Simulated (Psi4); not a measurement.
# HNO (nitroxyl): HF/STO-3G

What is the energy change on altering one bond length of HNO (nitroxyl) at HF/STO-3G? Input form: a Python script.

Program for the calculation: Psi4 1.11.

1 further run of the same task is left out (set aside as unsound or not needed).

**1. The structure to begin with**

The species is HNO (3 atoms), meant as a singlet with charge 0. As SMILES, `N=O`. The coordinates come from a PBE0-D4/def2-TZVP relaxation.

Bond lengths: N1–O2 1.190 Å, N1–H3 1.063 Å. Angles: O2–N1–H3 108.9°.

**2. Energy and forces at HF/STO-3G**

hno.py reads:

```python
import psi4

psi4.set_memory(2200000000)
psi4.set_num_threads(1)
psi4.core.set_output_file('hno.out', False)

mol = psi4.geometry("""
N     -0.283700     0.312790    -0.117160
O      0.755300     0.397200     0.456500
H     -0.471600    -0.709980    -0.339350
units angstrom
symmetry c1
""")

psi4.set_options({
    'reference': 'rhf',
    'puream': True,
    'e_convergence': 1e-09,
    'd_convergence': 1e-08,
    'scf_type': 'pk',
})

energy_value, wavefunction = psi4.gradient('scf/STO-3G', return_wfn=True)
print('gradient / Eh bohr^-1')
print(energy_value.np.round(6))
print(f'energy = {wavefunction.energy():.10f} Eh')
for k, v in sorted(psi4.core.scalar_variables().items()):
    print(f'{k:45s} {v:18.10f}')
```

Launch:

```
$ python hno.py
```

hno.out, shortened:

```text
[...]
  Running in c1 symmetry.
[...]
  Nuclear repulsion =   30.697191710216298
[...]
  Multiplicity = 1
[...]
  Nalpha       = 8
  Nbeta        = 8
[...]
    Number of basis functions: 11
[...]
   @RHF iter   1:  -128.01929363631751   -1.07525e+00   2.17667e-02 ADIIS/DIIS
[...]
   @RHF iter  10:  -128.05839062102669   -2.84217e-13   4.16366e-09 DIIS
[...]
    Orbital Energies [Eh]
    ---------------------
    Doubly Occupied:
       1A    -20.391357     2A    -15.473418     3A     -1.478869
       4A     -0.912105     5A     -0.658414     6A     -0.560645
       7A     -0.511745     8A     -0.324672
[...]
  @RHF Final Energy:  -128.05839062102669
   => Energetics <=
    Nuclear Repulsion Energy =             30.6971917102162983
    One-Electron Energy =                -236.8887130109673933
    Two-Electron Energy =                  78.1331306797244025
    Total Energy =                       -128.0583906210267173
[...]
 Multipole Moments:
 ------------------------------------------------------------------------------------
     Multipole            Electronic (a.u.)      Nuclear  (a.u.)        Total (a.u.)
 ------------------------------------------------------------------------------------
 L = 1.  Multiply by 2.5417464519 to convert [e a0] to [Debye]
 Dipole X            :          0.7170790           -0.8153048           -0.0982258
 Dipole Y            :          0.4297536           -0.9732402           -0.5434866
 Dipole Z            :         -0.0000000           -0.0000000           -0.0000000
 Magnitude           :                                                    0.5522916
[...]
  -Total Gradient:
     Atom            X                  Y                   Z
    ------   -----------------  -----------------  -----------------
       1        0.095994958382    -0.012663700298     0.000000000000
       2       -0.100682829669    -0.006811469530    -0.000000000000
       3        0.004687871287     0.019475169828     0.000000000000
[...]
```

Standard output:

```text
gradient / Eh bohr^-1
[[ 0.095995 -0.012664  0.      ]
 [-0.100683 -0.006811 -0.      ]
 [ 0.004688  0.019475  0.      ]]
energy = -128.0583906210 Eh
CURRENT ENERGY                                   -128.0583906210
CURRENT REFERENCE ENERGY                         -128.0583906210
DD SOLVATION ENERGY                                 0.0000000000
HF KINETIC ENERGY                                 126.8117210102
HF POTENTIAL ENERGY                              -254.8701116312
HF TOTAL ENERGY                                  -128.0583906210
HF VIRIAL RATIO                                     2.0098308705
NUCLEAR REPULSION ENERGY                           30.6971917102
ONE-ELECTRON ENERGY                              -236.8887130110
PCM POLARIZATION ENERGY                             0.0000000000
PE ENERGY                                           0.0000000000
SCF ITERATION ENERGY                             -128.0583906210
SCF ITERATIONS                                     10.0000000000
SCF TOTAL ENERGY                                 -128.0583906210
TWO-ELECTRON ENERGY                                78.1331306797
```

Wall time 4.2 s (1 thread of Intel Xeon at 2.50GHz (Skylake/Cascade Lake), shared host); peak memory 0.18 GiB.

**3. The distorted shape: a single-point energy at HF/STO-3G**

hno.xyz reads:

```xyz
3
HNO
N     -0.227324     0.619652    -0.050496
O      0.811676     0.704062     0.523164
H     -0.471600    -0.709980    -0.339350
```

job.py reads:

```python
import psi4

psi4.set_memory(2200000000)
psi4.set_num_threads(1)
psi4.set_output_file('hno.out', False)

with open('hno.xyz') as f:
    atoms = ''.join(f.readlines()[2:])
geom = psi4.geometry('0 1\n' + atoms + 'symmetry c1\nno_reorient\nno_com')

options = {'reference': 'rhf', 'puream': True, 'e_convergence': 1e-09, 'd_convergence': 1e-08, 'scf_type': 'pk'}
psi4.set_options(options)

result, w = psi4.energy("hf/STO-3G", return_wfn=True)
psi4.oeprop(w, "WIBERG_LOWDIN_INDICES", "DIPOLE", "LOWDIN_CHARGES")
print('E =', round(result, 9))
```

Launch:

```
$ python job.py
```

hno.out, shortened:

```text
[...]
  Running in c1 symmetry.
[...]
  Nuclear repulsion =   29.605711767497866
[...]
  Multiplicity = 1
[...]
  Nalpha       = 8
  Nbeta        = 8
[...]
    Number of basis functions: 11
[...]
   @RHF iter   1:  -127.98040567669931   -1.24252e+00   2.08257e-02 DIIS/ADIIS
[...]
   @RHF iter  11:  -128.01654140106314   -1.13687e-13   5.41340e-09 DIIS
[...]
    Orbital Energies [Eh]
    ---------------------
    Doubly Occupied:
       1A    -20.408292     2A    -15.502021     3A     -1.485684
       4A     -0.864513     5A     -0.629282     6A     -0.559626
       7A     -0.522110     8A     -0.304727
[...]
  @RHF Final Energy:  -128.01654140106314
   => Energetics <=
    Nuclear Repulsion Energy =             29.6057117674978656
    One-Electron Energy =                -234.6919973849253154
    Two-Electron Energy =                  77.0697442163643132
    Total Energy =                       -128.0165414010631366
[...]
 Multipole Moments:
 ------------------------------------------------------------------------------------
     Multipole            Electronic (a.u.)      Nuclear  (a.u.)        Total (a.u.)
 ------------------------------------------------------------------------------------
 L = 1.  Multiply by 2.5417464519 to convert [e a0] to [Debye]
 Dipole X            :         -8.3899383            8.3725072           -0.0174311
 Dipole Y            :        -17.8540368           17.4990151           -0.3550217
 Dipole Z            :         -6.6510448            6.5998496           -0.0511952
 Magnitude           :                                                    0.3591172
[...]
```

Standard output:

```text
E = -128.016541401
```

Wall time 4.2 s (1 thread of Intel Xeon at 2.50GHz (Skylake/Cascade Lake), shared host); peak memory 0.18 GiB.

**4. Summary of results**

At HF/STO-3G:

| quantity | value |
| --- | --- |
| first shape: total energy | -128.05839 Eh |
| first shape: dipole moment | 1.40 D |
| first shape: HOMO energy | -8.83 eV |
| first shape: LUMO energy | 6.30 eV |
| first shape: HOMO–LUMO gap | 15.14 eV |
| first shape: largest force on an atom | 5.189 eV/Å |
| distorted shape: total energy | -128.01654 Eh |
| distorted shape: dipole moment | 0.91 D |
| distorted shape: HOMO energy | -8.29 eV |
| distorted shape: LUMO energy | 6.06 eV |
| distorted shape: HOMO–LUMO gap | 14.36 eV |
| energy change with the N1–H3 bond stretched from 1.063 to 1.382 Å | 1.139 eV |

What this shows: With the N1–H3 bond stretched from 1.063 to 1.382 Å the energy rises by 1.14 eV (110 kJ/mol). The first shape isn't relaxed at this level, so the change isn't measured from a minimum. The minimal basis adds a large error of its own. The largest force (first shape) is 5.19 eV/Å: the shape isn't a stationary point for this species at this level.
